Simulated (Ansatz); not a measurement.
**NO2F (nitryl fluoride): HF/STO-3G**

Aim: the energy change on altering one bond length of NO2F (nitryl fluoride) at HF/STO-3G, from 2 runs. 

The results are computed with Ansatz 0.2.0.

36 further runs of the same task are left out: 36 set aside as unsound or not needed.

### Step 1. The structure to begin with

The species is NO2F (4 atoms), meant as a singlet with charge 0. SMILES: `O=[N+]([O-])F`. The shape is that of a PBE0-D4/def2-TZVP optimisation.

Bond lengths: O1–N2 1.170 Å, N2–O3 1.170 Å, N2–F4 1.442 Å. Angles: O1–N2–O3 135.6°, O1–N2–F4 112.2°, O3–N2–F4 112.2°.

### Step 2. The energy at HF/STO-3G

run.yaml

```yaml
basis:
  gaussian:
    orbitals: STO-3G
crystal:
  periodic: [false, false, false]
  atoms:
    - symbol: O
      position_ang: [0.188290, 0.469930, 1.120250]
    - symbol: N
      position_ang: [0.079720, -0.071800, 0.089140]
    - symbol: O
      position_ang: [0.476580, -1.068680, -0.376880]
    - symbol: F
      position_ang: [-0.744590, 0.670550, -0.832510]
total_charge: 0
hamiltonian:
  xc: hf
accuracy: high
output: {orbitals: {seedname: orbitals}}
```

On the command line:

```console
$ ansatz run run.yaml --threads 1 --pin off --max-ram 3480MiB --events-out events.jsonl --progress --plain --runs-dir runs
```

Output:

```text
Warning: RAYON_NUM_THREADS=1 ignored (pool sized by the plan → 1); use --threads N
Functional definition: HF
  name "HF"
  exchange = exact_x
  correlation = 0
368 factors; integrals over basis functions are off by at most 3.7e-8 eV
mean field evaluation 1: about -8134.4943 eV, gradient 5.5e1 eV
mean field evaluation 2: about -8134.6766 eV, gradient 5.5e1 eV
mean field evaluation 4: about -8142.6735 eV, gradient 2.4e0 eV
mean field evaluation 8: about -8142.7161 eV, gradient 4.2e-4 eV
mean field -8142.71610416 eV, -299.2392974968 hartree, gradient 1.9e-8 eV, S^2 0.000000; 0 other end points of the search recorded, 0 dependent functions left out
reference -8142.71610416 eV, -299.2392974968 hartree; 16, 16 occupied and 4, 4 virtual orbitals, 368 factors
Total energy: -8142.71610416 eV, -299.2392974968 hartree
```

It took 0.1 s on 1 thread of Arm Neoverse V2, shared host.

### Step 3. The distorted shape at the same level

input.yaml

```yaml
crystal:
  periodic: [false, false, false]
  atoms:
    - {symbol: O, position_ang: [0.311961, 0.358556, 1.258525]}
    - {symbol: "N", position_ang: [0.203391, -0.183174, 0.227415]}
    - {symbol: O, position_ang: [0.600251, -1.180054, -0.238605]}
    - {symbol: F, position_ang: [-0.744590, 0.670550, -0.832510]}
basis:
  gaussian: {orbitals: STO-3G}
total_charge: 0
hamiltonian: {xc: hf}
accuracy: high
output: {orbitals: {seedname: orbitals}}
```

On the command line:

```console
$ ansatz run input.yaml --threads 1 --pin off --max-ram 3480MiB --events-out events.jsonl --progress --plain --runs-dir runs
```

Output:

```text
Warning: RAYON_NUM_THREADS=1 ignored (pool sized by the plan → 1); use --threads N
Functional definition: HF
  name "HF"
  exchange = exact_x
  correlation = 0
368 factors; integrals over basis functions are off by at most 4.0e-8 eV
mean field evaluation 1: about -8132.7119 eV, gradient 5.1e1 eV
mean field evaluation 2: about -8132.8709 eV, gradient 5.1e1 eV
mean field evaluation 4: about -8141.6666 eV, gradient 2.6e0 eV
mean field evaluation 8: about -8141.7318 eV, gradient 4.4e-4 eV
mean field -8141.73184676 eV, -299.2031267043 hartree, gradient 2.0e-8 eV, S^2 0.000000; 0 other end points of the search recorded, 0 dependent functions left out
reference -8141.73184676 eV, -299.2031267043 hartree; 16, 16 occupied and 4, 4 virtual orbitals, 368 factors
Total energy: -8141.73184676 eV, -299.2031267043 hartree
```

It took 0.1 s on 1 thread of Arm Neoverse V2, shared host.

### Step 4. What came out

Level: HF/STO-3G.

| quantity | value |
| --- | --- |
| first shape: total energy | -299.23930 Eh |
| first shape: HOMO energy | -9.95 eV |
| first shape: LUMO energy | 5.46 eV |
| first shape: HOMO–LUMO gap | 15.42 eV |
| distorted shape: total energy | -299.20313 Eh |
| distorted shape: HOMO energy | -9.98 eV |
| distorted shape: LUMO energy | 5.35 eV |
| distorted shape: HOMO–LUMO gap | 15.34 eV |
| energy change with the N2–F4 bond stretched from 1.442 to 1.659 Å | 0.984 eV |

With the N2–F4 bond stretched from 1.442 to 1.659 Å the energy rises by 0.98 eV (22.7 kcal/mol). The first shape isn't relaxed at this level, so the change isn't measured from a minimum. The minimal basis adds a large error of its own.
